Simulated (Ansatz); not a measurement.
Born–Oppenheimer molecular dynamics of CH8NSi (11 atoms, charge 0, multiplicity 2). It starts at the highest image of a converged band, a first-order saddle point between two minima.

Computed with Ansatz, UKS PBE-D4/def2-mTZVP.

```json
{"ensemble": "NVE (velocity Verlet)", "time step": "0.5 fs", "steps asked": "200", "starting velocities drawn for": "100 K", "seed": "9518"}
```

First frame:

```xyz
11
Properties=species:S:1:pos:R:3
H -0.504 -0.311 -0.651
N 0.476 0.499 -0.903
Si 1.073 1.195 0.605
C -1.339 -1.250 -0.261
H 1.153 -0.126 -1.364
H -0.086 1.850 1.285
H 2.099 2.231 0.249
H 1.712 0.247 1.587
H -1.951 -1.419 -1.153
H -0.746 -2.119 0.037
H -1.889 -0.795 0.569
```

Problem. How far do the bonds stretch over the last three quarters of this one trajectory? (Pairs bonded in most of those frames.)

Solution. 
```json
{"bond": "H1–C4", "mean (Å)": "1.108", "spread (Å)": "0.041", "shortest": "1.05", "longest": "1.20"}
{"bond": "N2–Si3", "mean (Å)": "1.775", "spread (Å)": "0.013", "shortest": "1.75", "longest": "1.79"}
{"bond": "N2–H5", "mean (Å)": "1.037", "spread (Å)": "0.013", "shortest": "1.01", "longest": "1.06"}
{"bond": "Si3–H6", "mean (Å)": "1.493", "spread (Å)": "0.001", "shortest": "1.49", "longest": "1.50"}
{"bond": "Si3–H7", "mean (Å)": "1.506", "spread (Å)": "0.003", "shortest": "1.50", "longest": "1.51"}
{"bond": "Si3–H8", "mean (Å)": "1.505", "spread (Å)": "0.018", "shortest": "1.48", "longest": "1.53"}
{"bond": "C4–H9", "mean (Å)": "1.101", "spread (Å)": "0.027", "shortest": "1.06", "longest": "1.14"}
{"bond": "C4–H10", "mean (Å)": "1.099", "spread (Å)": "0.011", "shortest": "1.08", "longest": "1.12"}
{"bond": "C4–H11", "mean (Å)": "1.099", "spread (Å)": "0.013", "shortest": "1.07", "longest": "1.13"}
```

Mean temperature of the second half: 254 K. The conserved energy stayed within 0.077 meV per atom of its start (net change -0.0014 meV per atom), so the integration is sound. The system heated up, since it started high on the potential surface and ran downhill. A run of 0.1 ps of so small a system gives no equilibrium averages.

The run took 7 min on 2 threads of Arm Neoverse V1, on a shared host, peak memory 0.17 GiB.
